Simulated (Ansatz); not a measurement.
GeH4, singlet: the ladder up to full CI

Geometry: a point of a stretch scan, not a stationary point.

```csv
atom,x (Å),y (Å),z (Å)
Ge,-0.0133,-0.0134,-0.0134
H,1.8846,1.8907,1.8883
H,-0.9012,-0.8974,0.8723
H,-0.8972,0.8711,-0.9026
H,0.8741,-0.9011,-0.8958
```

Basis 6-31G (Cartesian d functions); Ansatz 0.2.0. Only valence electrons are correlated (noble-gas cores and the filled d shells of p-block atoms frozen), which leaves 8 electrons in 23 orbitals. Prefix R: restricted or restricted open-shell reference; prefix U: unrestricted. Active spaces: valence = (8e, 8o) chosen from the atoms' valence shells; pair = (2e, 2o) about the gap. No spin–orbit coupling is included, and no scalar relativity.

Full CI is exact within this basis and frozen core; it isn't the basis-set limit. The frozen core follows each run's orbitals, which can shift R against U totals by a few meV for light atoms and by up to 0.1 eV past Ca.

The UHF ⟨S²⟩ is 0.949 and the T1 diagnostic (RCCSD) is 0.0502. The largest doubles amplitude (RCCSD) is 0.575.

```csv
level,E − E(full CI) (kJ/mol),share of correlation (%),wall time
RHF,410.0,0.00,–
RMP2,172.4,57.94,–
CISD,58.1,85.82,0.64 s
RCCSD*,15.3,96.27,–
RCCSD(T)*,0.5,99.89,0.82 s
BCCD(T)*,1.7,99.59,0.95 s
RCCSDT*,0.5,99.88,–
RCCSDT(Q)*,0.0,100.00,2.5 s
RCCSDTQ*,0.0,100.00,13 s (H100)
CASSCF (pair space),186.2,54.59,–
NEVPT2 (pair space),54.9,86.61,1 s
MRCISD (pair space),8.5,97.92,–
MRCISD+Q (pair space),-0.6,100.14,0.73 s
CASSCF (valence space),54.8,86.63,–
NEVPT2 (valence space),15.2,96.29,2.7 s
MRCISD (valence space),1.4,99.66,–
MRCISD+Q (valence space),0.7,99.83,3.5 s
```

An asterisk marks runs whose energy the program itself flagged as in doubt.

The correlation energy at full CI, counted from RHF, is -4.249 eV. That run took 15 s on 2 threads of AMD EPYC 7R13 with a shared H100 80 GB, shared host over 39,205,625 determinants.

Run but not shown, since their state, orbitals or frozen core can't be matched to the reference's or they repeat it: UHF, UMP2, UCCSD, UCCSD(T), UCCSDT, UCCSDT(Q), UCCSDTQ.

Times hold each run's SCF and search for its determinant on a shared host, so for small cases they say little of a method's own cost; rows without a card ran on 1 thread of AMD EPYC 7R13.

More than 5 meV below full CI, which no variational method can be: MRCISD+Q (pair space).

The full-CI state has the irrep A' of Cs, in the program's axes (one component, if the state is degenerate).

Natural occupations of full CI about the gap: 1.977 1.961 1.961 1.455 0.542 0.033 0.026 0.026 0.004 0.004; effectively unpaired electrons, Σ n²(2−n)², 1.28. No single determinant describes this state well, so single-reference rows can miss without a flag.
